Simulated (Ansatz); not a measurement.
A basis-limit estimate, worked out

An elementary step of Si2H8S, closed shell (Si₂H₆ ([SiH3][SiH3]) + H₂S → SiH₄S ([SiH3][SH]) + SiH₄; bonds formed: Si1–S7, Si2–H6; bonds broken: Si1–Si2, H6–S7). “Start” is the structure reached by relaxing down from the saddle towards the reactants; PBE0-D4/def2-TZVP structures. The saddle:

| atom | x (Å) | y (Å) | z (Å) |
| --- | --- | --- | --- |
| Si1 | -1.0853 | -0.3832 | 0.2709 |
| Si2 | 0.7356 | 1.0547 | -0.8270 |
| H3 | -1.6915 | -1.4148 | -0.5973 |
| H4 | -1.4153 | -0.2727 | 1.7092 |
| H5 | -1.6842 | 0.9045 | -0.2720 |
| H6 | 0.6147 | -0.5385 | 0.0121 |
| S7 | 0.6598 | -2.1168 | 0.8666 |
| H8 | 0.0804 | 1.1637 | -2.1515 |
| H9 | 2.1959 | 0.8122 | -0.9932 |
| H10 | 0.5196 | 2.2553 | 0.0157 |
| H11 | 1.0703 | -1.4642 | 1.9663 |

Computed with Ansatz 0.2.0 (basis: def2-TZVPP and def2-QZVPP); correlated methods freeze the cores.

Energies in eV:

| quantity | saddle | start |
| --- | --- | --- |
| Hartree–Fock, triple zeta (X = 3) | -26666.02048 | -26669.10991 |
| Hartree–Fock, quadruple zeta (X = 4) | -26666.83904 | -26669.91620 |
| MP2 correlation, X = 3 | -13.39323 | -12.51994 |
| MP2 correlation, X = 4 | -14.39842 | -13.48230 |
| CCSD(T) correlation, X = 3 | -15.77045 | -15.01624 |

(1) Work out the barrier at the basis limit: extrapolate Hartree–Fock as E(X) = E∞ + A exp(−7.88 √X) and the MP2 correlation as E(X) = E∞ + B X^−2.97 (the exponents that Neese and Valeev fitted for def2-TZVPP and QZVPP), then add CCSD(T) − MP2 in triple zeta.

No T1 diagnostic of these runs exceeds 0.015.

Answers

(1) Each step is linear, so take the differences first (saddle − start): Hartree–Fock 3.08943 (X = 3) and 3.07716 (X = 4); MP2 correlation -0.87329 and -0.91612; CCSD(T) correlation -0.75421.
Two points give E∞ = E(4) + w [E(4) − E(3)], with w = 1/(exp(7.88 (2 − √3)) − 1) = 0.1377 for Hartree–Fock and w = 1/((4/3)^2.97 − 1) = 0.7407 for the correlation.
Hartree–Fock: 3.07716 + 0.1377 × (-0.01227) = 3.0755 eV.
MP2 correlation: -0.91612 + 0.7407 × (-0.04283) = -0.9478 eV.
CCSD(T) − MP2: -0.75421 − (-0.87329) = 0.1191 eV.
Sum: 3.0755 + (-0.9478) + 0.1191 = 2.2468 eV, or 51.81 kcal/mol. Plain CCSD(T) in triple zeta gives 2.3352 eV, so the larger basis shifts the result by -0.0884 eV.

Labels in which every atom is bracketed show which atoms are joined, not bond orders.

For scale, one of the runs: CCSD(T)/def2-TZVPP, 238 basis functions (an equivalent command: `ansatz run in.yaml --threads 4`). Time: 66 s of wall clock on 4 CPU threads; the host was shared. Peak host memory: 4 GiB.
